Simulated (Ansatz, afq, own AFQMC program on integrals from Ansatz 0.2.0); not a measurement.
# Where AFQMC and coupled cluster stand for Al2H⁺, singlet

```yaml
atoms:
  - { symbol: Al, position_ang: [0.0000, 0.0000, 0.3526] }
  - { symbol: Al, position_ang: [0.0000, 0.0000, -2.3244] }
  - { symbol: H, position_ang: [0.0000, 0.0000, 1.9718] }
```

Connectivity, by distances: AlH–Al.

Basis aug-cc-pVDZ. Noble-gas cores (and the filled d shells of Ga–Kr and In–Xe) are frozen. AFQMC by an in-house program on the Cholesky factors that Ansatz 0.2.0 writes for its CCSD(T) run. ph-AFQMC/CISD is guided by a CISD state made of CCSD amplitudes; releasing the constraint for a short imaginary time cuts its bias at the price of noise, slowly where states lie close. Uncertainties: one standard error, sampling alone.

Determinant: UHF, the one that the program's search chose, which needn't be the lowest solution. The geometry is a PBE0/def2-TZVP stationary point of this or a neighbouring charge and spin state.

No full CI on the walks' own integrals is used here; CCSDT(Q) serves as the reference and is uncertain by about the last step of the cluster series.

Cautions: an unrestricted solution with more broken spin lies lower (50 meV, ⟨S²⟩ 0.37), while this determinant keeps restricted orbitals.

The T1 diagnostic is 0.0156, the weight of the determinant in the CISD state is 0.870 and the ⟨S²⟩ of the determinant is 0.000. The size of the correlated space is 6 electrons in 53 orbitals.

```json
{"level": "MP2", "correlation energy (eV)": "-2.2971"}
{"level": "CCSD", "correlation energy (eV)": "-3.1965"}
{"level": "CCSD(T)", "correlation energy (eV)": "-3.2681"}
```

Estimate where AFQMC with the constraint released lies against CCSD(T) on the same integrals.

2.5 ± 0.1 kJ/mol below CCSD(T).

Reference: CCSDT(Q), correlation energy -3.294 eV. The released energy is read at 2.40 1/Eh (meV from the phaseless value at times in 1/Eh: -2 ± 3 at 0.24, -5.3 ± 2.3 at 0.51, -7.5 ± 2.1 at 0.99, -10.2 ± 1.8 at 1.62, -10.6 ± 1.0 at 2.40).

```csv
level,E − E(reference) (kJ/mol),share of correlation (%)
CCSD(T),2.5,99.22
CCSDT,0.4,99.88
ph-AFQMC/CISD,1.0 ± 0.3,99.69
released AFQMC,0.0 ± 0.1,100.01
```

A walk keeps the symmetry of its determinant, which the program's search chose and which needn't be the lowest solution, so a lower state of the same spin and another symmetry isn't excluded. Released energies are given only where the last usable release times agree within the noise; a slower fall can still hide under it.
